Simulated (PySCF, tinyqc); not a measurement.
RKS/exchange-only LDA in the sto-6g basis, for BH, spin multiplicity 1, step by step. The lowest restricted solution is unstable here: a spin-polarised one lies 0.0007 hartree lower (PySCF). One step of it, computed by the program tinyqc.

Question. Orthogonalisation. S = U s U^T; symmetric (Loewdin) form X = U s^(-1/2) U^T, so that X^T S X = 1.

overlap S, order 1B 1s, 1B 2s, 1B 2px, 1B 2py, 1B 2pz, 2H 1s:
$$\begin{pmatrix}
1.000000 & 0.264891 & 0.000000 & 0.000000 & 0.000000 & 0.017055 \\
0.264891 & 1.000000 & 0.000000 & 0.000000 & 0.000000 & 0.219399 \\
0.000000 & 0.000000 & 1.000000 & 0.000000 & 0.000000 & 0.000000 \\
0.000000 & 0.000000 & 0.000000 & 1.000000 & 0.000000 & 0.000000 \\
0.000000 & 0.000000 & 0.000000 & 0.000000 & 1.000000 & 0.265310 \\
0.017055 & 0.219399 & 0.000000 & 0.000000 & 0.265310 & 1.000000
\end{pmatrix}$$

Give: eigenvalues of S; X.

Answer.

eigenvalues of S: [0.611, 0.815, 1.000, 1.000, 1.169, 1.405]

X, order 1B 1s, 1B 2s, 1B 2px, 1B 2py, 1B 2pz, 2H 1s:
$$\begin{pmatrix}
1.028 & -0.142 & 0.000 & 0.000 & -0.004 & 0.016 \\
-0.142 & 1.049 & 0.000 & 0.000 & 0.025 & -0.122 \\
0.000 & 0.000 & 1.000 & 0.000 & 0.000 & 0.000 \\
0.000 & 0.000 & 0.000 & 1.000 & 0.000 & 0.000 \\
-0.004 & 0.025 & 0.000 & 0.000 & 1.029 & -0.144 \\
0.016 & -0.122 & 0.000 & 0.000 & -0.144 & 1.049
\end{pmatrix}$$
